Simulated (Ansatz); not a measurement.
in.yaml

```yaml
crystal:
  periodic: [false, false, false]
  atoms:
    - {symbol: Ta, position_ang: [0.000000, 0.000000, 0.000000]}
    - {symbol: Cl, position_ang: [0.000000, 0.000000, 2.208400]}
basis:
  gaussian: {orbitals: def2-SVP}
magnetization: {spin_polarized: true, initial_magnetization: 2}
correlation: {method: ccsdt_q, electrons: outside_noble_gas}
```

```sh
$ ansatz run in.yaml --threads 1 --pin off --events-out ev --progress --plain --max-ram 2393MiB
```

Output:

```
857 factors; integrals over basis functions are off by at most 2.4e-7 eV
mean field evaluation 1: about -14031.1005 eV, gradient 1.2e1 eV
mean field evaluation 2: about -14031.1082 eV, gradient 1.2e1 eV
mean field evaluation 4: about -14032.5741 eV, gradient 2.2e0 eV
mean field evaluation 8: about -14033.1386 eV, gradient 4.3e-1 eV
mean field evaluation 16: about -14033.1486 eV, gradient 2.5e-6 eV
mean field evaluation 32: about -14031.9935 eV, gradient 7.7e-1 eV
mean field evaluation 64: about -14033.1486 eV, gradient 6.7e-6 eV
mean field evaluation 96: about -14033.1500 eV, gradient 8.7e-2 eV
mean field evaluation 128: about -14033.1507 eV, gradient 4.8e-2 eV
mean field evaluation 160: about -14032.0877 eV, gradient 9.2e-2 eV
...
cycle  49  -6.26386495 eV  change   -5.4e-6 eV  update   4.3e-6
cycle  50  -6.26386908 eV  change   -4.1e-6 eV  update   3.5e-6
cycle  51  -6.26387371 eV  change   -4.6e-6 eV  update   2.9e-6
cycle  52  -6.26387699 eV  change   -3.3e-6 eV  update   2.4e-6
cycle  53  -6.26387941 eV  change   -2.4e-6 eV  update   2.0e-6
cycle  54  -6.26388057 eV  change   -1.2e-6 eV  update   1.6e-6
cycle  55  -6.26388085 eV  change   -2.8e-7 eV  update   1.3e-6
cycle  56  -6.26388058 eV  change    2.7e-7 eV  update   1.1e-6
cycle  57  -6.26388025 eV  change    3.4e-7 eV  update   9.2e-7
cycle  58  -6.26387994 eV  change    3.1e-7 eV  update   8.0e-7
perturbative correction -0.02395987 eV, -0.0008805089 hartree
Total energy: -14039.43875592 eV, -515.9398580067 hartree
```

Ran on 1 thread of Arm Neoverse V1, shared host: 2 min wall, 0.5 GiB peak host memory.
